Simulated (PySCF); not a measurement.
# C2H3Br, a complex of two parts: interaction energy

One table from this session's results is given with a row withheld; the runs are named, their logs left out.

Programs: PySCF 2.14.0. All values are calculated, for the isolated system unless a continuum is named. Atoms count from 0, parts from 1.

## The system as given

6 atoms, charge 0, multiplicity 1; geometry: GFN2-xTB. Parts: 1 = atoms 0–1, `Br`, charge 0; 2 = atoms 2–5, `C#C`, charge 0.

Set-up of the first run:

Job settings and geometry (Å):

```
{"job": {"xc": "PBE0", "basis": "def2-TZVPD", "d3": "d3bj", "grid": 3, "kind": "geom", "shake": 0.01}, "charge": 0, "multiplicity": 1, "parts": [{"atoms": "0-1", "charge": 0, "multiplicity": 1}, {"atoms": "2-5", "charge": 0, "multiplicity": 1}]}
Br     0.491908    -0.421461    -0.157679
H     -0.660900     0.296048    -0.656527
C     -2.457955     1.106815    -1.972891
C     -2.392734     1.697027    -0.925056
H     -2.451129     0.587012    -2.890218
H     -2.435743     2.224318    -0.013492
```

Run with:

```console
OMP_NUM_THREADS=1 python cluster_run.py task.json out
```

This one command runs all jobs of the session in turn.

Among the steps run: Relaxing the molecule at PBE0-D3(BJ)/def2-TZVPD; Coupled-cluster interaction energy: CCSD(T) and MP2, 2.40 Å; Coupled-cluster interaction energy: CCSD(T) and MP2, 2.52 Å; Coupled-cluster interaction energy: CCSD(T) and MP2, 2.64 Å; Coupled-cluster interaction energy: CCSD(T) and MP2, 2.28 Å; Coupled-cluster interaction energy: CCSD(T) and MP2, 3.00 Å; Coupled-cluster interaction energy: CCSD(T) and MP2, 2.16 Å; Coupled-cluster interaction energy: CCSD(T) and MP2, 3.59 Å; Coupled-cluster interaction energy: CCSD(T) and MP2, 4.79 Å.

One of the session's tables, all rows but one given; the rest of the session is left out.

It belongs to the step «Coupled-cluster interaction energy: CCSD(T) and MP2, 4.79 Å». 

| method | interaction energy (kcal/mol) |
| --- | --- |
| HF/aug-cc-pVDZ | -0.30 |
| MP2/aug-cc-pVDZ | -0.35 |
| CCSD/aug-cc-pVDZ | -0.31 |
| CCSD(T)/aug-cc-pVDZ | -0.32 |
| HF/aug-cc-pVQZ | ? |
| MP2/aug-cc-pVQZ | -0.36 |
| SCS-MP2/aug-cc-pVQZ | -0.32 |
| MP2, extrapolated | -0.36 |
| CCSD(T), limit estimate | -0.33 |

Q: Estimate the row for HF/aug-cc-pVQZ from the others.

**Answer.** interaction energy (kcal/mol): -0.28. In the column «interaction energy (kcal/mol)» it is the highest.
